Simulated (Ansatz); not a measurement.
**AlPH+ (triplet): wave-function methods side by side, cc-pVTZ**

One table from this session's results is given with a row withheld; the runs are named, their logs left out.

Method: cc-pVTZ, core rule «outside noble gas», up to 10 orbitals frozen; program: Ansatz 0.2.0, Gaussian basis.

Plan: UHF; CCSD(T) on ROHF; CCSD(T) on UHF; BCCD(T) on ROHF; CCSDT(Q) on ROHF; CCSDT(Q) on UHF.

14 further runs of the same task are left out: 11 for a known fault of the program, 3 set aside as unsound or not needed.

### What is computed

The geometry is a PBE0/def2-TZVP stationary point (not a proven minimum) of the parent state, kept for this charge and spin.

3 atoms, charge 1, spin multiplicity 3.

Atoms are counted from 1 here; the program's logs count them from 0.

Bond lengths: Al1–P2 2.392 Å, P2–H3 1.430 Å. Angles: Al1–P2–H3 98.4°.

The first run:

The input, in.yaml:

```yaml
crystal:
  periodic: [false, false, false]
  atoms:
    - {symbol: Al, position_ang: [0.000000, 0.034843, 1.300562]}
    - {symbol: P, position_ang: [0.000000, -0.073644, -1.088657]}
    - {symbol: H, position_ang: [0.000000, 1.330368, -1.360548]}
basis:
  gaussian: {orbitals: cc-pVTZ}
total_charge: 1
magnetization: {spin_polarized: true, initial_magnetization: 2}
hamiltonian: {xc: hf}
output: {orbitals: {seedname: orbitals}}
```

Command:

```sh
> ansatz run in.yaml --threads 1 --pin off --events-out ev --progress --plain --max-ram 2816MiB --backend cpu
```

Steps of the session up to this table: UHF; CCSD(T) on ROHF; CCSD(T) on UHF; BCCD(T) on ROHF; CCSDT(Q) on ROHF; CCSDT(Q) on UHF.

One table of the session follows, with a row left open; its other results are not shown here.

| method | from UCCSDT(Q) (kcal/mol) |
| --- | --- |
| ROHF | +127.83 |
| UHF | +119.88 |
| RMP2 | +24.76 |
| UMP2 | +26.87 |
| RCCSD | +6.68 |
| UCCSD | +6.26 |
| RCCSD(T) | +1.15 |
| UCCSD(T) | +1.20 |
| BCCD(T) | +1.19 |
| RCCSDT | ? |
| UCCSDT | +0.28 |
| RCCSDT(Q) | +0.05 |
| UCCSDT(Q) | 0 |

Estimate the missing values for RCCSDT.

As computed: from UCCSDT(Q) (kcal/mol): +0.35. In the column «from UCCSDT(Q) (kcal/mol)» it lies between UCCSDT (+0.28) and RCCSD(T) (+1.15).

To keep in mind: Restricted and unrestricted rows rest on different reference determinants; where their highest levels disagree by more than a few hundredths of an eV, they describe different states and don't form one ladder.
